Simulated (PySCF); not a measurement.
Work out the structure from these simulated measurements.

Formula: CF2O.

- Dipole: 1.11 D [CAM-B3LYP/def2-SVPD]
- XPS: C1s 299.5, O1s 540.4, F1s 695.6 (×2) eV [ΔSCF SCAN, pcX-2 on the ionised atom, pcseg-1 elsewhere, spin-free X2C]
- Triplet: lowest triplet excitation (Tamm–Dancoff): 6.57 eV [TDA CAM-B3LYP/def2-SVPD]
- 13C NMR: chemical shifts (computed TMS as zero) by class: 143.3 (1 C) ppm [GIAO PBE0/pcSseg-1]
- Rotational structure: rotational constants A, B, C: 11.895, 11.838, 5.933 GHz [PBE0-D3(BJ)/def2-SVP]
- Polarisability: 18.3 au [CAM-B3LYP/def2-SVPD]

The electronic properties come from PySCF, for the isolated species, density fitting. Levels stand in brackets. Isolated species at its PBE0-D3(BJ)/def2-SVP geometry, gas phase. Each NMR value is the plain mean over a class of atoms that symmetry, rotation or inversion makes alike.

**Question.** Give a SMILES that accounts for the data.

**Answer.** Numbering: `[O:1]=[C:2]([F:3])[F:4]`. Its formula, CF2O, gives 1 degree of unsaturation: 0 rings and 1 π bond in the structure found. The one carbon: carbonyl carbon [C2] (143.3 ppm). The core levels belong to: C1s 299.5 eV, carbonyl carbon [C2]; O1s 540.4 eV, carbonyl oxygen [O1]; F1s 695.6 eV, acyl fluorine [F3/F4]. The optimised geometry has point group C2v and is an asymmetric top. Structure: carbonyl fluoride (`C(F)(=O)F`). The assignments are read from this structure; whether some other isomer fits the data as well wasn't checked.
